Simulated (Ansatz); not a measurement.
# CH₄Si (singlet): from Hartree-Fock to the top rungs at distance Si1–C2 = 4.501 Å, cc-pVTZ

The task here is to estimate one member of a computed series from the others.

Method: cc-pVTZ, core rule «outside noble gas», up to 6 orbitals frozen; program: Ansatz 0.2.0, Gaussian basis.

To be run: UHF; CCSD(T) on RHF; CCSD(T) on UHF; BCCD(T) on RHF; CCSDT(Q) on RHF.

## What is computed

The geometry derives from a PBE0/def2-TZVP stationary point (not a proven minimum). One bond is set to the value named and the two fragments are kept rigid.

6 atoms, charge 0, spin multiplicity 1.

Atoms are counted from 1 here; the program's logs count them from 0.

Bond lengths: Si1–H3 1.478 Å, Si1–H4 1.478 Å, C2–H5 1.084 Å, C2–H6 1.084 Å. Angles: H3–Si1–H4 114.7°, H5–C2–H6 115.7°.

Set-up of the first run:

File in.yaml:

```yaml
crystal:
  periodic: [false, false, false]
  atoms:
    - {symbol: Si, position_ang: [0.000000, 0.000000, 1.420607]}
    - {symbol: C, position_ang: [0.000000, 0.000000, -3.080393]}
    - {symbol: H, position_ang: [0.000000, 1.244456, 2.218346]}
    - {symbol: H, position_ang: [0.000000, -1.244456, 2.218346]}
    - {symbol: H, position_ang: [0.000000, 0.917470, -3.657311]}
    - {symbol: H, position_ang: [0.000000, -0.917470, -3.657311]}
basis:
  gaussian: {orbitals: cc-pVTZ}
magnetization: {spin_polarized: true, initial_magnetization: 0}
hamiltonian: {xc: hf}
output: {orbitals: {seedname: orbitals}}
```

On the command line:

```sh
$ ansatz run in.yaml --threads 1 --pin off --events-out ev --progress --plain --max-ram 4096MiB --backend cpu
```

Steps of the session up to this table: UHF; CCSD(T) on RHF; CCSD(T) on UHF; BCCD(T) on RHF; CCSDT(Q) on RHF.

One table of the session follows, with a row left open; its other results are not shown here.

| method | from RCCSDT(Q) (kcal/mol) |
| --- | --- |
| RHF | +195.86 |
| RMP2 | +40.56 |
| UMP2 | +32.73 |
| RCCSD | +6.98 |
| UCCSD | ? |
| RCCSD(T) | +1.44 |
| UCCSD(T) | -4.78 |
| BCCD(T) | +1.44 |
| RCCSDT | +0.24 |
| RCCSDT(Q) | 0 |

Q: Estimate the row for UCCSD from the others.

The run gave: from RCCSDT(Q) (kcal/mol): +0.92. In the column «from RCCSDT(Q) (kcal/mol)» it lies between RCCSDT (+0.24) and RCCSD(T) (+1.44).

Left out of the table: UHF (another determinant or state than the rows shown).

Caveats from the session: The determinant of HF (⟨S²⟩ 2.02) is far from a pure spin state, so its energy mixes those of several spin states; that is harmless only where they are near-degenerate. The determinant of CCSD(T) (⟨S²⟩ 0.84) is far from a pure spin state, so its energy mixes those of several spin states; high orders of coupled cluster remove much of that, low ones don't. The program flags UCCSD(T) as in doubt, so read those rows with care; the flags are other amplitudes. Warnings: restricted reference is unstable; spin contamination; coupled cluster took another determinant than the lowest. Restricted and unrestricted rows rest on different reference determinants; a gap between their highest levels can come from leftover correlation error, from unlike frozen cores or from another state.
